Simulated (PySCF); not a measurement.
# BHS (hydrogen boron sulfide): the cost of one run

The runs use PySCF 2.14.0, with density-fitted response routines of our own; the level of theory stands in each step. All values are computed, except where a source is named. Atoms count from 0, in the outputs and in this text.

## (1) Starting geometry

3 atoms, charge 0, multiplicity 1; geometry from: GFN2-xTB. The atoms were then displaced at random by about 0.01 Å, so the start is not that level's minimum.

Bonds of the start (Å): B0–S1 1.56, B0–H2 1.19.

## (2) Optimising the geometry at PBE0-D3(BJ)/def2-SVP

Job settings and geometry (Å):

```
{"job": {"xc": "PBE0", "basis": "def2-SVP", "d3": "d3bj", "grid": 1, "shake": 0.01, "kind": "geom"}, "charge": 0, "multiplicity": 1}
B     -0.122570     0.070550     0.000710
S      1.418330    -0.189960    -0.013240
H     -1.289750     0.296370    -0.006650
```

Command:

```bash
OMP_NUM_THREADS=1 python probes_run.py task.json out
```

This one command runs all jobs of the session in turn.

**Question.** How long does this first job take on 1 thread of Arm Neoverse N1, shared host, and how much memory does it need?

About 2.1 s, with a peak of 0.25 GiB.
